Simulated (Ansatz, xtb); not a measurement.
## Ranking isomers of H5NSi2

4 gas-phase structures of H5NSi2, found in a search over its isomers (lower ones may exist). Each was relaxed with GFN2-xTB:

A. `[SiH2]=N[SiH3]`, a singlet
B. `[SiH]N[SiH3]`, a singlet
C. `N1[SiH2][SiH2]1`, a singlet
D. `[H]/N=[SiH]\[SiH3]`, a singlet

Task: Make a reasoned guess at their ranking by r2SCAN-D4/def2-SVP//GFN2-xTB single-point energy.

Result: Calculated order at r2SCAN-D4/def2-SVP//GFN2-xTB: B (0.0), C (3.6), A (35.1), D (98.4) kJ/mol. Less than 1 kcal/mol parts B and C, so the order within that pair means little.

Energies above the lowest of each column, in kJ/mol; the last columns are at r2SCAN-D4/def2-SVP geometries and were run for some of them only (a dash: not run or not comparable):

```json
{"structure": "B", "GFN2-xTB": "97.3", "HF/STO-3G": "0.0", "r2SCAN-D4/def2-SVP//GFN2-xTB": "0.0", "r2SCAN-D4/def2-SVP": "0.0", "CCSD(T)/def2-TZVP": "0.0"}
{"structure": "C", "GFN2-xTB": "143.8", "HF/STO-3G": "129.9", "r2SCAN-D4/def2-SVP//GFN2-xTB": "3.6", "r2SCAN-D4/def2-SVP": "3.7", "CCSD(T)/def2-TZVP": "21.8"}
{"structure": "A", "GFN2-xTB": "0.0", "HF/STO-3G": "180.0", "r2SCAN-D4/def2-SVP//GFN2-xTB": "35.1", "r2SCAN-D4/def2-SVP": "33.8", "CCSD(T)/def2-TZVP": "32.8"}
{"structure": "D", "GFN2-xTB": "114.6", "HF/STO-3G": "195.2", "r2SCAN-D4/def2-SVP//GFN2-xTB": "98.4", "r2SCAN-D4/def2-SVP": "–", "CCSD(T)/def2-TZVP": "–"}
```

CCSD(T)/def2-TZVP puts B lowest of those it was run on; GFN2-xTB picks A. Some further structures that were screened fall inside this span and aren't listed. Flexible structures stand in one conformer each, not always the lowest. Frequencies (r2SCAN-D4/def2-SVP) were run for A, B, C alone.

Over these structures GFN2-xTB departs from r2SCAN-D4/def2-SVP//GFN2-xTB by 64.1 kJ/mol on average once a common shift is removed. A GFN2-xTB relaxation took about 0.067 s and the r2SCAN-D4/def2-SVP//GFN2-xTB energy about 1.9 s on a shared host (Ansatz 0.2.0, xtb 6.7.1).
